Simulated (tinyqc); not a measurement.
Inside a calculation. Method: RHF in the sto-3g basis, for H2O, spin multiplicity 1. Computed by tinyqc, a small Python program that keeps every step (integrals from PySCF). Settings: charge = 0, multiplicity = 1, basis = sto-3g, energy threshold = 1e-09, iteration cap = 50, orthogonalisation = symmetric, start = core, DIIS depth = 0, method = RHF. Command: `OMP_NUM_THREADS=1 python tinyqc.py 27901 27902 out.jsonl` (the two numbers bound the seeds that draw the settings). One thread of a shared host (Intel(R) Xeon(R) Processor @ 2.60GHz), about 0.08 s of CPU time with the checks. Later iterations appear only in the table of the cycle.

## One-electron integrals

Geometry (angstrom):
```
atom         x          y         z
O     0.000000   0.000000  0.000000
H     0.000000   0.997000  0.605000
H     0.000000  -1.040000  0.631000
```

Basis sto-3g: exponents (1/bohr^2) and contraction coefficients of normalised primitives:
```
element  l (shell)    exponent  coefficient
O            s (1)  130.709320     0.154329
O            s (1)   23.808861     0.535328
O            s (1)    6.443608     0.444635
O            s (2)    5.033151    -0.099967
O            s (2)    1.169596     0.399513
O            s (2)    0.380389     0.700115
O            p (3)    5.033151     0.155916
O            p (3)    1.169596     0.607684
O            p (3)    0.380389     0.391957
H            s (1)    3.425251     0.154329
H            s (1)    0.623914     0.535328
H            s (1)    0.168855     0.444635
```

Overlap, kinetic and nuclear-attraction integrals over the contracted functions; the nuclear repulsion is the sum of Za Zb / Rab.

nuclear repulsion = 7.36997072 hartree

overlap S, lower triangle:
```
           1O 1s     1O 2s    1O 2px     1O 2py    1O 2pz     2H 1s     3H 1s
1O 1s   1.000000
1O 2s   0.236704  1.000000
1O 2px  0.000000  0.000000  1.000000
1O 2py  0.000000  0.000000  0.000000   1.000000
1O 2pz  0.000000  0.000000  0.000000   0.000000  1.000000
2H 1s   0.032828  0.348770  0.000000   0.269495  0.163535  1.000000
3H 1s   0.029176  0.322092  0.000000  -0.253110  0.153570  0.112127  1.000000
```

kinetic energy T (hartree), lower triangle:
```
            1O 1s     1O 2s    1O 2px     1O 2py    1O 2pz      2H 1s     3H 1s
1O 1s   29.003200
1O 2s   -0.168011  0.808128
1O 2px   0.000000  0.000000  2.528731
1O 2py   0.000000  0.000000  0.000000   2.528731
1O 2pz   0.000000  0.000000  0.000000   0.000000  2.528731
2H 1s   -0.008923  0.050091  0.000000   0.128206  0.077798   0.760032
3H 1s   -0.008715  0.036991  0.000000  -0.107382  0.065152  -0.010511  0.760032
```

nuclear attraction V (hartree), lower triangle:
```
             1O 1s      1O 2s     1O 2px     1O 2py     1O 2pz      2H 1s      3H 1s
1O 1s   -61.507231
1O 2s    -7.393456  -9.938229
1O 2px    0.000000   0.000000  -9.816203
1O 2py   -0.000723  -0.008340   0.000000  -9.923549
1O 2pz   -0.010411  -0.128921   0.000000  -0.003603  -9.855726
2H 1s    -1.048832  -2.614144   0.000000  -1.774810  -1.104685  -5.058470
3H 1s    -0.931487  -2.380165   0.000000   1.633829  -1.018093  -0.644101  -4.920983
```

core Hamiltonian H = T + V (hartree), lower triangle:
```
             1O 1s      1O 2s     1O 2px     1O 2py     1O 2pz      2H 1s      3H 1s
1O 1s   -32.504031
1O 2s    -7.561467  -9.130101
1O 2px    0.000000   0.000000  -7.287472
1O 2py   -0.000723  -0.008340   0.000000  -7.394818
1O 2pz   -0.010411  -0.128921   0.000000  -0.003603  -7.326994
2H 1s    -1.057755  -2.564053   0.000000  -1.646604  -1.026887  -4.298438
3H 1s    -0.940202  -2.343174   0.000000   1.526447  -0.952942  -0.654612  -4.160951
```

## Two-electron integrals

Functions are numbered as in S; the eight-fold symmetry (ij|kl) = (ji|kl) = (kl|ij) leaves the list below.

Two-electron integrals (ij|kl) in chemists' order, unique and non-zero (hartree):
```
(11|11) 4.785065    (21|11) 0.741380    (21|21) 0.136873    (22|11) 1.118947
(22|21) 0.256633    (22|22) 0.817206    (31|31) 0.024477    (32|31) 0.037809
(32|32) 0.180518    (33|11) 1.115814    (33|21) 0.256684    (33|22) 0.817023
(33|33) 0.880159    (41|41) 0.024477    (42|41) 0.037809    (42|42) 0.180518
(43|43) 0.047444    (44|11) 1.115814    (44|21) 0.256684    (44|22) 0.817023
(44|33) 0.785270    (44|44) 0.880159    (51|51) 0.024477    (52|51) 0.037809
(52|52) 0.180518    (53|53) 0.047444    (54|54) 0.047444    (55|11) 1.115814
(55|21) 0.256684    (55|22) 0.817023    (55|33) 0.785270    (55|44) 0.785270
(55|55) 0.880159    (61|11) 0.103983    (61|21) 0.019054    (61|22) 0.035563
(61|33) 0.035493    (61|41) 0.000739    (61|42) 0.001396    (61|44) 0.035649
(61|51) 0.000449    (61|52) 0.000847    (61|54) 0.000095    (61|55) 0.035551
(61|61) 0.002686    (62|11) 0.277443    (62|21) 0.064538    (62|22) 0.230578
(62|33) 0.226487    (62|41) 0.004141    (62|42) 0.032929    (62|44) 0.235290
(62|51) 0.002513    (62|52) 0.019982    (62|54) 0.005342    (62|55) 0.229729
(62|61) 0.009178    (62|62) 0.083620    (63|31) 0.006448    (63|32) 0.038633
(63|43) 0.006667    (63|53) 0.004046    (63|63) 0.011341    (64|11) 0.179744
(64|21) 0.042320    (64|22) 0.161438    (64|33) 0.154284    (64|41) 0.008809
(64|42) 0.060210    (64|44) 0.173422    (64|51) 0.001433    (64|52) 0.013094
(64|54) 0.007568    (64|55) 0.156421    (64|61) 0.006257    (64|62) 0.071189
(64|64) 0.071264    (65|11) 0.109072    (65|21) 0.025681    (65|22) 0.097964
(65|33) 0.093623    (65|41) 0.001433    (65|42) 0.013094    (65|44) 0.097144
(65|51) 0.007317    (65|52) 0.046578    (65|54) 0.008804    (65|55) 0.103011
(65|61) 0.003797    (65|62) 0.043199    (65|64) 0.036363    (65|65) 0.033406
(66|11) 0.446250    (66|21) 0.105461    (66|22) 0.434064    (66|33) 0.417443
(66|41) 0.008043    (66|42) 0.090193    (66|44) 0.453501    (66|51) 0.004880
(66|52) 0.054731    (66|54) 0.021881    (66|55) 0.430720    (66|61) 0.015091
(66|62) 0.206832    (66|64) 0.201000    (66|65) 0.121971    (66|66) 0.774606
(71|11) 0.092366    (71|21) 0.016928    (71|22) 0.031604    (71|33) 0.031544
(71|41) -0.000649   (71|42) -0.001229   (71|44) 0.031680    (71|51) 0.000394
(71|52) 0.000745    (71|54) -0.000083   (71|55) 0.031594    (71|61) 0.002344
(71|62) 0.007860    (71|64) 0.004950    (71|65) 0.003255    (71|66) 0.012815
(71|71) 0.002119    (72|11) 0.252593    (72|21) 0.058783    (72|22) 0.210768
(72|33) 0.207003    (72|41) -0.003760   (72|42) -0.030251   (72|44) 0.215105
(72|51) 0.002281    (72|52) 0.018354    (72|54) -0.004916   (72|55) 0.209986
(72|61) 0.008054    (72|62) 0.058542    (72|64) 0.035034    (72|65) 0.029329
(72|66) 0.114355    (72|71) 0.007427    (72|72) 0.070638    (73|31) 0.005800
(73|32) 0.035022    (73|43) -0.006079   (73|53) 0.003688    (73|63) 0.007512
(73|73) 0.009454    (74|11) -0.165764   (74|21) -0.039039   (74|22) -0.149482
(74|33) -0.142912   (74|41) 0.007964    (74|42) 0.055025    (74|44) -0.160464
(74|51) -0.001313   (74|52) -0.012137   (74|54) 0.006961    (74|55) -0.144898
(74|61) -0.005141   (74|62) -0.035676   (74|64) -0.014396   (74|65) -0.017553
(74|66) -0.065226   (74|71) -0.005121   (74|72) -0.060953   (74|74) 0.061475
(75|11) 0.100574    (75|21) 0.023686    (75|22) 0.090696    (75|33) 0.086709
(75|41) -0.001313   (75|42) -0.012137   (75|44) 0.089982    (75|51) 0.006597
(75|52) 0.042385    (75|54) -0.008064   (75|55) 0.095290    (75|61) 0.003376
(75|62) 0.029604    (75|64) 0.017427    (75|65) 0.022123    (75|66) 0.062652
(75|71) 0.003107    (75|72) 0.036982    (75|74) -0.031562   (75|75) 0.028604
(76|11) 0.065109    (76|21) 0.015277    (76|22) 0.059067    (76|33) 0.057835
(76|41) -0.000011   (76|42) -0.000151   (76|44) 0.059229    (76|51) 0.000951
(76|52) 0.009003    (76|54) -0.000031   (76|55) 0.060071    (76|61) 0.002141
(76|62) 0.020595    (76|64) 0.015318    (76|65) 0.012021    (76|66) 0.052022
(76|71) 0.001904    (76|72) 0.019099    (76|74) -0.014528   (76|75) 0.011277
(76|76) 0.006444    (77|11) 0.429122    (77|21) 0.101443    (77|22) 0.419261
(77|33) 0.403618    (77|41) -0.007514   (77|42) -0.085622   (77|44) 0.437563
(77|51) 0.004559    (77|52) 0.051950    (77|54) -0.020595   (77|55) 0.416114
(77|61) 0.013874    (77|62) 0.121061    (77|64) 0.068037    (77|65) 0.065551
(77|66) 0.258998    (77|71) 0.012887    (77|72) 0.186934    (77|74) -0.184250
(77|75) 0.111790    (77|76) 0.052022    (77|77) 0.774606
```

## Orthogonalisation

S = U s U^T; symmetric (Loewdin) form X = U s^(-1/2) U^T, so that X^T S X = 1.

eigenvalues of S: 0.488765  0.573014  0.899088  1.000000  1.086498  1.316994  1.635641

X, lower triangle:
```
            1O 1s      1O 2s    1O 2px     1O 2py     1O 2pz      2H 1s     3H 1s
1O 1s    1.023317
1O 2s   -0.133743   1.122093
1O 2px   0.000000   0.000000  1.000000
1O 2py  -0.000615   0.006771  0.000000   1.063899
1O 2pz  -0.005077   0.046198  0.000000   0.002813   1.021308
2H 1s    0.017961  -0.199612  0.000000  -0.164834  -0.091677   1.101920
3H 1s    0.016619  -0.178589  0.000000   0.152264  -0.083496  -0.038037  1.086169
```

## Starting guess

The start is the orbitals of the core Hamiltonian; D = 2 C_occ C_occ^T.

D at the start, lower triangle:
```
            1O 1s      1O 2s    1O 2px     1O 2py     1O 2pz     2H 1s     3H 1s
1O 1s    2.127671
1O 2s   -0.554035   2.400522
1O 2px   0.000000   0.000000  2.000000
1O 2py  -0.003332   0.020669  0.000000   2.222775
1O 2pz  -0.025995   0.146900  0.000000   0.009383   2.074254
2H 1s    0.060442  -0.256634  0.000000  -0.277929  -0.153738  0.070733
3H 1s    0.054714  -0.230992  0.000000   0.257164  -0.141190  0.001041  0.060379
```

## Iteration 1: building the Fock matrix

J_ij = sum D_kl (ij|kl), K_ij = sum D_kl (ik|jl); F = H + J - 0.5 K; E = tr D H + tr D J / 2 - 0.25 tr D K + E_nn.

Coulomb J (hartree), lower triangle:
```
            1O 1s      1O 2s    1O 2px     1O 2py    1O 2pz     2H 1s     3H 1s
1O 1s   18.645998
1O 2s    3.557452   8.828747
1O 2px   0.000000   0.000000  8.822933
1O 2py   0.000275  -0.000238  0.000000   8.818775
1O 2pz   0.002627  -0.000265  0.000000  -0.000330  8.821129
2H 1s    0.495563   2.406387  0.000000   1.651735  1.001569  4.345148
3H 1s    0.440299   2.198145  0.000000  -1.529017  0.926882  0.602948  4.196668
```

exchange K (hartree), lower triangle:
```
           1O 1s     1O 2s    1O 2px     1O 2py    1O 2pz     2H 1s     3H 1s
1O 1s   9.846652
1O 2s   1.719230  2.868931
1O 2px  0.000000  0.000000  2.365389
1O 2py  0.000108  0.000007  0.000000   2.364333
1O 2pz  0.001009  0.004279  0.000000  -0.000582  2.364175
2H 1s   0.253858  0.674816  0.000000   0.344176  0.208468  0.259659
3H 1s   0.226048  0.614411  0.000000  -0.317813  0.192045  0.121247  0.219447
```

Fock matrix F (hartree), lower triangle:
```
             1O 1s      1O 2s    1O 2px     1O 2py     1O 2pz      2H 1s      3H 1s
1O 1s   -18.781359
1O 2s    -4.863630  -1.735820
1O 2px    0.000000   0.000000  0.352767
1O 2py   -0.000502  -0.008581  0.000000   0.241791
1O 2pz   -0.008288  -0.131326  0.000000  -0.003642   0.312047
2H 1s    -0.689121  -0.495074  0.000000  -0.166957  -0.129552  -0.083119
3H 1s    -0.612927  -0.452235  0.000000   0.156336  -0.122082  -0.112288  -0.074007
```

total energy of this density = -73.32231330 hartree

## Iteration 1: diagonalisation and new density

Diagonalise F' = X^T F X, C = X C', fill 5 alpha and 5 beta electrons from the bottom; D = 2 C_occ C_occ^T. Each column has its largest component positive (the first on a tie).

F' = X^T F X (hartree), lower triangle:
```
            1          2         3          4          5          6         7
1  -18.409115
2   -2.625480  -0.746929
3    0.000000   0.000000  0.352767
4   -0.001627   0.002409  0.000000   0.384519
5   -0.015963  -0.051509  0.000000   0.002141   0.359933
6   -0.069260  -0.279026  0.000000  -0.259264  -0.153814   0.144189
7   -0.053154  -0.249445  0.000000   0.240267  -0.140727  -0.041542  0.117042
```

orbital energies (hartree): MO1 -18.792203, MO2 -0.583566, MO3 -0.090478, MO4 0.169732, MO5 0.352767, MO6 0.496086, MO7 0.650068

coefficients C:
```
              MO1        MO2        MO3        MO4       MO5        MO6        MO7
1O 1s    0.993502  -0.230917  -0.001135  -0.143445  0.000000  -0.067382  -0.014249
1O 2s    0.027452   0.835884   0.007049   0.695713  0.000000   0.399393   0.088670
1O 2px   0.000000   0.000000   0.000000   0.000000  1.000000   0.000000   0.000000
1O 2py   0.000227   0.009560  -0.454210  -0.031558  0.000000  -0.122658   0.979720
1O 2pz   0.002034   0.135198   0.001558  -0.494086  0.000000   0.887427   0.103348
2H 1s   -0.004955   0.205087  -0.525507  -0.523474  0.000000  -0.467836  -0.693022
3H 1s   -0.004499   0.190780   0.570029  -0.526700  0.000000  -0.586096   0.511140
```

D after iteration 1, lower triangle:
```
            1O 1s      1O 2s    1O 2px     1O 2py    1O 2pz     2H 1s     3H 1s
1O 1s    2.121892
1O 2s   -0.531101   2.367043
1O 2px   0.000000   0.000000  2.000000
1O 2py   0.006120  -0.034319  0.000000   0.414787
1O 2pz   0.083348  -0.461332  0.000000   0.032355  0.524813
2H 1s    0.046811  -0.393199  0.000000   0.514339  0.571080  1.184536
3H 1s    0.052762  -0.406135  0.000000  -0.480937  0.573815  0.030617  1.277528
```

## Iteration 2: building the Fock matrix

As before.

Coulomb J (hartree), lower triangle:
```
            1O 1s      1O 2s    1O 2px     1O 2py    1O 2pz     2H 1s     3H 1s
1O 1s   16.555809
1O 2s    3.087876   7.671132
1O 2px   0.000000   0.000000  7.703736
1O 2py  -0.001041  -0.005771  0.000000   7.670353
1O 2pz  -0.004221   0.068015  0.000000   0.004357  7.615304
2H 1s    0.430286   2.197351  0.000000   1.557093  0.965275  4.536550
3H 1s    0.382367   2.015194  0.000000  -1.451975  0.897391  0.578937  4.465151
```

exchange K (hartree), lower triangle:
```
           1O 1s      1O 2s    1O 2px     1O 2py    1O 2pz     2H 1s     3H 1s
1O 1s   9.760963
1O 2s   1.606546   2.442301
1O 2px  0.000000   0.000000  2.233888
1O 2py  0.000440  -0.006692  0.000000   1.345003
1O 2pz  0.005805  -0.103117  0.000000   0.043066  1.267178
2H 1s   0.235266   0.774944  0.000000   0.592614  0.434012  1.318334
3H 1s   0.209457   0.713051  0.000000  -0.558586  0.412315  0.192220  1.330236
```

Fock matrix F (hartree), lower triangle:
```
             1O 1s      1O 2s     1O 2px     1O 2py     1O 2pz      2H 1s      3H 1s
1O 1s   -20.828704
1O 2s    -5.276865  -2.680120
1O 2px    0.000000   0.000000  -0.700680
1O 2py   -0.001984  -0.010765   0.000000  -0.396966
1O 2pz   -0.017535  -0.009348   0.000000  -0.020778  -0.345280
2H 1s    -0.745101  -0.754175   0.000000  -0.385818  -0.278618  -0.421056
3H 1s    -0.662564  -0.684506   0.000000   0.353765  -0.261708  -0.171786  -0.360918
```

total energy of this density = -74.66408854 hartree

## Iteration 2: diagonalisation and new density

As before.

F' = X^T F X (hartree), lower triangle:
```
            1          2          3          4          5          6          7
1  -20.458222
2   -2.686529  -1.655086
3    0.000000   0.000000  -0.700680
4   -0.003056   0.003323   0.000000  -0.210655
5   -0.043009   0.109240   0.000000  -0.013171  -0.266187
6   -0.072948  -0.344233   0.000000  -0.370713  -0.254867  -0.096499
7   -0.056446  -0.308707   0.000000   0.344706  -0.241180  -0.055386  -0.083343
```

orbital energies (hartree): MO1 -20.835745, MO2 -1.432770, MO3 -0.700680, MO4 -0.639391, MO5 -0.518273, MO6 0.264256, MO7 0.391931

coefficients C:
```
              MO1        MO2       MO3        MO4        MO5        MO6        MO7
1O 1s    0.994973  -0.253784  0.000000   0.015088   0.054621   0.089371  -0.010648
1O 2s    0.021440   0.979344  0.000000  -0.082862  -0.312665  -0.530835   0.070090
1O 2px   0.000000   0.000000  1.000000   0.000000   0.000000   0.000000   0.000000
1O 2py   0.000264   0.010363  0.000000   0.660252  -0.112994   0.056417   0.854575
1O 2pz   0.001947   0.009692  0.000000   0.130479   0.752376  -0.688838   0.054069
2H 1s   -0.003860   0.072278  0.000000   0.449380   0.286215   0.629819  -0.778232
3H 1s   -0.003462   0.058008  0.000000  -0.324433   0.433691   0.725787   0.648111
```

D after iteration 2, lower triangle:
```
            1O 1s      1O 2s    1O 2px     1O 2py    1O 2pz      2H 1s     3H 1s
1O 1s    2.115178
1O 2s   -0.491077   2.128401
1O 2px   0.000000   0.000000  2.000000
1O 2py   0.002846  -0.018452  0.000000   0.897617
1O 2pz   0.085085  -0.473039  0.000000   0.002472  1.166384
2H 1s    0.000460  -0.112047  0.000000   0.530223  0.549338   0.578201
3H 1s    0.001254  -0.103962  0.000000  -0.525224  0.569045  -0.034917  0.593443
```

## Iteration 16 (converged): orbitals

converged F (hartree), lower triangle:
```
             1O 1s      1O 2s     1O 2px     1O 2py     1O 2pz      2H 1s      3H 1s
1O 1s   -20.248259
1O 2s    -5.161451  -2.385530
1O 2px    0.000000   0.000000  -0.377952
1O 2py   -0.000888  -0.007936   0.000000  -0.189860
1O 2pz   -0.023253  -0.043272   0.000000  -0.008860  -0.235215
2H 1s    -0.729685  -0.710949   0.000000  -0.360607  -0.268849  -0.356021
3H 1s    -0.649022  -0.652452   0.000000   0.342656  -0.258418  -0.151724  -0.318937
```

As before.

F' = X^T F X (hartree), lower triangle:
```
            1          2          3          4          5          6          7
1  -19.875980
2   -2.678250  -1.337237
3    0.000000   0.000000  -0.377952
4   -0.002266   0.005713   0.000000   0.013143
5   -0.045863   0.082728   0.000000  -0.001625  -0.155703
6   -0.066345  -0.367530   0.000000  -0.385869  -0.256496  -0.031372
7   -0.049780  -0.334659   0.000000   0.365966  -0.244466  -0.040472  -0.038265
```

orbital energies (hartree): MO1 -20.256352, MO2 -1.173124, MO3 -0.522279, MO4 -0.394177, MO5 -0.377952, MO6 0.377275, MO7 0.543243

coefficients C:
```
              MO1        MO2        MO3        MO4       MO5        MO6        MO7
1O 1s    0.994562  -0.243478   0.008545   0.080860  0.000000   0.102138  -0.014535
1O 2s    0.023132   0.914752  -0.044227  -0.411971  0.000000  -0.577758   0.090070
1O 2px   0.000000   0.000000   0.000000   0.000000  1.000000   0.000000   0.000000
1O 2py   0.000216   0.008155   0.589957  -0.026023  0.000000   0.092049   0.908308
1O 2pz   0.002375   0.058424   0.036450   0.769286  0.000000  -0.676982   0.075892
2H 1s   -0.004169   0.140999   0.468149   0.318692  0.000000   0.611653  -0.759389
3H 1s   -0.003763   0.127074  -0.442874   0.370559  0.000000   0.740541   0.587810
```

D after iteration 16, lower triangle:
```
            1O 1s      1O 2s    1O 2px     1O 2py    1O 2pz      2H 1s     3H 1s
1O 1s    2.110092
1O 2s   -0.466811   2.017964
1O 2px   0.000000   0.000000  2.000000
1O 2py   0.002332  -0.015814  0.000000   0.697586
1O 2pz   0.101307  -0.530075  0.000000   0.003924  1.193098
2H 1s   -0.017415  -0.046228  0.000000   0.538087  0.540914   0.681253
3H 1s   -0.017007  -0.033837  0.000000  -0.539768  0.552678  -0.142607  0.699227
```

## Convergence

Stop when the energy changes by less than 1e-09 hartree and every element of the error matrix X^T (F D S - S D F) X is below 9e-06.

Course of the cycle:
```
iteration   E (hartree)     change  largest element of the error matrix
1          -73.32231330          -                             5.28e-01
2          -74.66408854  -1.34e+00                             3.28e-01
3          -74.86385658  -2.00e-01                             1.25e-01
4          -74.88275219  -1.89e-02                             3.47e-02
5          -74.88466485  -1.91e-03                             1.37e-02
6          -74.88499760  -3.33e-04                             5.40e-03
7          -74.88507702  -7.94e-05                             2.51e-03
8          -74.88509818  -2.12e-05                             1.26e-03
9          -74.88510395  -5.77e-06                             6.19e-04
10         -74.88510553  -1.58e-06                             3.34e-04
11         -74.88510596  -4.33e-07                             1.73e-04
12         -74.88510608  -1.19e-07                             9.12e-05
13         -74.88510611  -3.25e-08                             4.77e-05
14         -74.88510612  -8.92e-09                             2.50e-05
15         -74.88510613  -2.45e-09                             1.31e-05
16         -74.88510613  -6.71e-10                             6.86e-06
```

PySCF RHF in the same basis = -74.88510613 hartree

Converged in 16 iterations.

## Populations, bond orders and dipole

Mulliken: Z minus the diagonal of D S on the atom; Loewdin: the same with S^(1/2) D S^(1/2); Mayer order: 2 sum_s sum (D(s) S)_ij (D(s) S)_ji over the two atoms.

Charges (e):
```
atom   Mulliken    Loewdin
1O    -0.224624  -0.171100
2H     0.117962   0.088907
3H     0.106662   0.082193
```

Mayer bond orders:
```
pair     order
2-1   0.968346
3-1   0.970884
3-2   0.017739
```

dipole moment about the origin, x y z (debye): 0.000000  0.029503  1.351023
